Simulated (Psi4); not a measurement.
# U-r2SCAN/def2-SVPD (density fitting, sweep point 7) run of CH2NSi (SMILES N#C[SiH2])

Aim: the energy of CH2NSi. 

The calculation is run with Psi4 1.11.

5 further runs of the same task are left out: 2 that didn't finish, 3 set aside as unsound or not needed.

## (1) Starting point

CH2NSi has 5 atoms, charge 0, and is taken as a doublet. SMILES: `N#C[SiH2]`. The coordinates come from a PBE0-D4/def2-TZVP relaxation.

Bond lengths: N1–C2 1.155 Å, C2–Si3 1.830 Å, Si3–H4 1.480 Å, Si3–H5 1.480 Å. Angles: N1–C2–Si3 175.8°, C2–Si3–H4 109.4°, C2–Si3–H5 109.4°, H4–Si3–H5 114.2°.

## (2) A single-point energy at U-r2SCAN/def2-SVPD (density fitting, sweep point 7)

Input file input.inp:

```
memory 1600 mb

molecule {
  0 2
  N      1.041800    -1.219200     1.572300
  C      0.565900    -0.625200     0.703900
  Si    -0.092000     0.267800    -0.751900
  H     -1.455400    -0.223000    -1.053700
  H     -0.010400     1.726000    -0.511800
  symmetry c1
}

set basis def2-SVPD
set reference uks
set scf_type df
set damping_percentage 30

result, w = energy("r2scan", return_wfn=True)
```

The run is started by

```bash
$ psi4 -i input.inp -o input.out -n 1
```

input.out:

```text
[...]
  Running in c1 symmetry.
[...]
  Nuclear repulsion =   75.458273849952803
[...]
  Multiplicity = 2
[...]
  Nalpha       = 15
  Nbeta        = 14
[...]
    Number of basis functions: 80
[...]
   @DF-UKS iter   1:  -383.04871181774246   -3.49686e-01   7.00698e-03 DIIS/ADIIS
[...]
   @DF-UKS iter  24:  -383.24409602308441   -5.39263e-07   2.76342e-09 DIIS/DAMP=30%
[...]
   @S^2 Observed:                7.571969640E-01
[...]
    Orbital Energies [Eh]
    ---------------------
    Alpha Occupied:
       1A    -65.878011     2A    -14.194178     3A    -10.086072
       4A     -5.265480     5A     -3.613892     6A     -3.610285
       7A     -3.608216     8A     -0.876352     9A     -0.585139
      10A     -0.433243    11A     -0.379900    12A     -0.351022
      13A     -0.337511    14A     -0.329960    15A     -0.238422
    Alpha Virtual:
      16A     -0.056545    17A     -0.041609    18A     -0.002616
      19A      0.014056    20A      0.038893    21A      0.045024
      22A      0.103424    23A      0.144646    24A      0.148018
      25A      0.161425    26A      0.176052    27A      0.218072
[...]
  @DF-UKS Final Energy:  -383.24409602308441
   => Energetics <=
    Nuclear Repulsion Energy =             75.4582738499528034
    One-Electron Energy =                -676.4448718708724755
    Two-Electron Energy =                 251.5180791342077100
    DFT Exchange-Correlation Energy =     -33.7755771363724051
    Empirical Dispersion Energy =           0.0000000000000000
    VV10 Nonlocal Energy =                  0.0000000000000000
    Total Energy =                       -383.2440960230844098
[...]
 Multipole Moments:
 ------------------------------------------------------------------------------------
     Multipole            Electronic (a.u.)      Nuclear  (a.u.)        Total (a.u.)
 ------------------------------------------------------------------------------------
 L = 1.  Multiply by 2.5417464519 to convert [e a0] to [Debye]
 Dipole X            :          1.4234156           -1.9652287           -0.5418130
 Dipole Y            :         -1.2491070            1.9449223            0.6958153
 Dipole Z            :          0.6970882           -1.7540713           -1.0569831
 Magnitude           :                                                    1.3765658
[...]
```

Wall time 28 s (1 thread of Intel Xeon Platinum 8375C at 2.90GHz (Ice Lake), shared host); peak memory 0.79 GiB.

## (3) Summary of results

Level: U-r2SCAN/def2-SVPD (density fitting, sweep point 7).

```
                          quantity          value
                      total energy  -383.24410 Eh
                     dipole moment         3.50 D
HOMO energy (highest over α and β)       -6.49 eV
 LUMO energy (lowest over α and β)       -4.04 eV
                              ⟨S²⟩          0.757
```
